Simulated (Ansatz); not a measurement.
# CHAlN (doublet): relaxing a cheap start

Aim: relax a generated start of CHAlN (doublet) and see which bonds hold.

Program: Ansatz 0.2.0, Gaussian basis. Level of theory: UKS PBE0/def2-TZVP. These are calculated values, not measurements.

**1. The system as given**

4 atoms, charge 0, spin multiplicity 2.

Atoms are counted from 1 here; the program's logs count them from 0.

Bond lengths: Al1–N2 1.797 Å, N2–C3 1.223 Å, C3–H4 1.085 Å. Angles: Al1–N2–C3 176.8°, N2–C3–H4 129.1°.

The start was built by rule and, where that kept it together, relaxed with GFN2-xTB. Sticks and bond lists go by distance. 

**2. The run**

in.yaml reads:

```yaml
crystal:
  periodic: [false, false, false]
  atoms:
    - {symbol: Al, position_ang: [-2.127702, -0.143697, -0.001569]}
    - {symbol: N, position_ang: [-0.332678, -0.237379, -0.001176]}
    - {symbol: C, position_ang: [0.890052, -0.232110, -0.000988]}
    - {symbol: H, position_ang: [1.570328, 0.613186, 0.003733]}
basis:
  gaussian: {orbitals: def2-TZVP}
magnetization: {spin_polarized: true, initial_magnetization: 1}
hamiltonian: {xc: pbe0}
relax: {f_tol: 0.004, max_steps: 80}
```

On the command line:

```bash
$ ansatz run in.yaml --threads 1 --pin off --events-out ev --progress --plain --max-ram 2176MiB
```

Q: Predict the outcome of this session. Wanted: energy gained; shift from the start; total energy; dipole moment; ⟨S²⟩.

The runs gave:

| quantity | value |
| --- | --- |
| steps | 8 |
| energy gained | 0.035 eV |
| shift from the start (rms) | 0.076 Å |
| total energy | -9133.0600 eV |
| dipole moment | 0.96 D |
| ⟨S²⟩ | 0.756 |

The bonds of the start are those of the end. Al1–N2 went from 1.797 to 1.833 Å. No vibrations were run, so this is a stationary point, not a proven minimum, and this spin need not be the ground state's.
